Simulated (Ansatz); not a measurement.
Input for Ansatz (development build ahead of 0.2.0):

```yaml
crystal:
  periodic: [false, false, false]
  atoms:
    - { symbol: "N", position_ang: [0.0, 0.0, 0.42984] }
    - { symbol: F, position_ang: [1.11997, 0.0, -0.11144] }
    - { symbol: F, position_ang: [-0.55998, 0.96992, -0.11144] }
    - { symbol: F, position_ang: [-0.55998, -0.96992, -0.11144] }
basis:
  gaussian: { orbitals: cc-pVTZ }
hamiltonian:
  xc: hf
```

The input is written out in the form of the current development build from the run's settings.

The run gave:

| Quantity | Value |
| --- | --- |
| Converged | yes |
| Total energy | -352.66147 hartree |
| Spin squared of the determinant | 0.000 |

Caution: no unrestricted run beside it, a lower state can exist.
